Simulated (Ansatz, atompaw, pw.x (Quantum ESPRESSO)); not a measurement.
**What a changed setting does to a pw.x run (fcc W)**

Potential: PAW, atompaw 4.2.0.5, PBEsol; core [Kr] 4d10 4f14, reference 5s2 5p6 5d4 6s1 6p1; waves: 5s (bound): rc 1.40 bohr; 6s (bound): rc 2.30 bohr; 5p (bound): rc 1.60 bohr; 6p (bound): rc 2.30 bohr; 5d (bound): rc 2.30 bohr; 5d channel at 1.3 Ry: rc 2.30 bohr; local part: bessel scheme, radius 1.85 bohr; core correction: smooth core density matched at 2.04 bohr; augmentation: sinc compensation charge, radius 2.20 bohr; PAW radius 2.30 bohr; waves and projectors: custom polynom vanderbiltortho.

The reference run (k-mesh 14³, cutoffs 60/600 Ry, Fermi–Dirac 0.01 Ry, mixing_beta 0.4, conv_thr 1e-9, no spin) gives -0.42 GPa at 15.995 Å³/atom, where all-electron LAPW gives 0.14 GPa. This run, with its own iteration cap, changes k-mesh points per axis to 1, a wrong or extreme entry chosen on purpose.

```
&control
  calculation='scf', prefix='x', pseudo_dir='./', outdir='./tmp', tstress=.true., disk_io='none'
/
&system
  ibrav=0, nat=1, ntyp=1, ecutwfc=60, ecutrho=600, nbnd=15,
  occupations='smearing', smearing='fd', degauss=0.01
/
&electrons
  conv_thr=1e-09, mixing_beta=0.4, electron_maxstep=70
/
ATOMIC_SPECIES
W 1.0 W.UPF
CELL_PARAMETERS angstrom
  0.00000000 1.99979164 1.99979164
  1.99979164 0.00000000 1.99979164
  1.99979164 1.99979164 0.00000000
ATOMIC_POSITIONS crystal
W 0.0000 0.0000 0.0000
K_POINTS automatic
1 1 1 0 0 0
```

```bash
pw.x < W.scf.in > W.scf.out
```

Q: How does the run end?

A: It converges in 8 iterations; the free energy moves by -904.8 meV/atom and the pressure by +106.88 GPa. The result is not a property of the crystal.

```
Message from routine setup:
     using ibrav=0 with symmetry is DISCOURAGED, use correct ibrav instead
     lattice parameter (alat)  =       5.3444  a.u.
     unit-cell volume          =     107.9396 (a.u.)^3
     number of electrons       =        14.00
     number of Kohn-Sham states=           15
     kinetic-energy cutoff     =      60.0000  Ry
     charge density cutoff     =     600.0000  Ry
     scf convergence threshold =      1.0E-09
     Exchange-correlation= SLA PW PSX PSC
     number of k points=     1  Fermi-Dirac smearing, width (Ry)=  0.0100
     iteration #  1     ecut=    60.00 Ry     beta= 0.40
     total energy              =    -750.85383675 Ry
     estimated scf accuracy    <       0.05393589 Ry
     iteration #  2     ecut=    60.00 Ry     beta= 0.40
     total energy              =    -750.85058198 Ry
     estimated scf accuracy    <       0.01822057 Ry
     iteration #  3     ecut=    60.00 Ry     beta= 0.40
     total energy              =    -750.85100466 Ry
     estimated scf accuracy    <       0.00005491 Ry
     [... 2 iterations left out ...]
     iteration #  6     ecut=    60.00 Ry     beta= 0.40
     total energy              =    -750.85102068 Ry
     estimated scf accuracy    <       0.00000040 Ry
     iteration #  7     ecut=    60.00 Ry     beta= 0.40
     total energy              =    -750.85102077 Ry
     estimated scf accuracy    <       0.00000008 Ry
     iteration #  8     ecut=    60.00 Ry     beta= 0.40
     the Fermi energy is    21.1755 ev
!    total energy              =    -750.85102079 Ry
     estimated scf accuracy    <          1.7E-10 Ry
     smearing contrib. (-TS)   =      -0.03819085 Ry
     The total energy is F=E-TS. E is the sum of the following terms:
     one-electron contribution =     -11.53794653 Ry
     hartree contribution      =      20.65957142 Ry
     xc contribution           =     -16.51469935 Ry
     ewald contribution        =    -118.89640834 Ry
     one-center paw contrib.   =    -624.52334714 Ry
     convergence has been achieved in   8 iterations
          total   stress  (Ry/bohr**3)                   (kbar)     P=     1064.60
     Message from routine punch:
     Nothing written, as per user request (disk_io='none')
```

The run took about 7.1 s on one core of a shared host (Intel(R) Xeon(R) Platinum 8488C, 96 threads, 744 GiB, load 67).
